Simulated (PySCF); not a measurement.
One entry of a table of gas-phase calculations, keyed by method. Lists by class give the value and the number of equivalent atoms.

```json
{
 "name": "nitric acid",
 "formula": "HNO3",
 "smiles": "O=[N+]([O-])O",
 "charge": 0,
 "multiplicity": 1,
 "geometry_level": "PBE0-D3(BJ)/def2-SVP",
 "atoms_angstrom": [
  ["O", -0.32, 1.171, -0.402],
  ["N", -0.369, 0.129, 0.191],
  ["O", -1.167, -0.266, 0.974],
  ["O", 0.657, -0.753, -0.068],
  ["H", 1.208, -0.281, -0.715]
 ],
 "electronic_structure_code": "PySCF",
 "results": {
  "PBE0-D3(BJ)/def2-SVP geometry optimisation, gas phase": {
   "point_group": "Cs",
   "rotational_constants_GHz": [13.312, 12.467, 6.438]
  },
  "CAM-B3LYP/def2-SVPD ground state, ΔSCF and vertical TDDFT (core frozen in the response)": {
   "dipole_D": 2.47,
   "homo_eV": -11.24,
   "lumo_eV": -1.08,
   "S1_eV": 4.9,
   "strongest_line_of_10_singlets_eV": 7.47,
   "T1_tda_eV": 4.3,
   "polarisability_au": 25.1,
   "vertical_ip_eV": 12.75,
   "r2_bohr2_about_centre_of_nuclear_charge": 195.4,
   "singlets_eV_and_f": [
    [4.9, 0.0],
    [5.99, 0.0],
    [7.47, 0.164],
    [7.69, 0.075],
    [8.61, 0.019],
    [9.04, 0.0],
    [9.42, 0.011],
    [9.6, 0.061],
    [9.84, 0.0],
    [9.92, 0.124]
   ],
   "triplets_tda_eV": [4.3, 4.38, 5.55, 6.46]
  },
  "CAM-B3LYP/pcSseg-2 ground state and GIAO shieldings, non-relativistic": {
   "shift_vs_computed_TMS_H_by_class_ppm": [
    [9.41, 1]
   ],
   "shielding_other_nuclei_by_class_ppm": [
    ["N", -111.2, 1],
    ["O", -178.7, 2],
    ["O", -37.7, 1]
   ]
  },
  "B3LYP/pcJ-1 indirect spin-spin coupling, non-relativistic, gas phase": {
   "largest_one_bond_couplings_by_class_Hz": [
    ["17O–1H", -65.6, 1],
    ["17O–15N", -44.8, 2],
    ["17O–15N", -32.1, 1]
   ]
  },
  "delta-SCF UKS SCAN, pcX-2 on the ionised atom, pcseg-1 elsewhere, spin-free X2C": {
   "core_binding_eV": [
    ["N1s", 414.56, 1],
    ["O1s", 540.35, 2],
    ["O1s", 541.45, 1]
   ]
  }
 }
}
```

With B = h/(8π²I), that is 505.379 GHz u Å² over I, the principal moments of inertia are 38.0, 40.5 and 78.5 u Å² (most abundant isotopes). The polarisability is 3.72 Å³ as a volume (1 au = 0.148185 Å³), or 0.79 au for each of the 32 electrons. No computed singlet falls in the visible range (750 to 380 nm, 1.65 to 3.26 eV); S1 lies 1.64 eV above its blue end.

 NMR classes are plain means over equivalent atoms (diastereotopic ones count apart unless rotation or inversion swaps them), as if these changed places fast; in this geometry the members of some classes differ.

For the TDDFT job (CAM-B3LYP/def2-SVPD), time: 14 s of wall time. Hardware: an x86-64 server with one thread, shared host.

The values belong to the conformer `[O:1]=[N+:2]([O-:3])[OH:4]`: H–O4–N2–O1 0°.
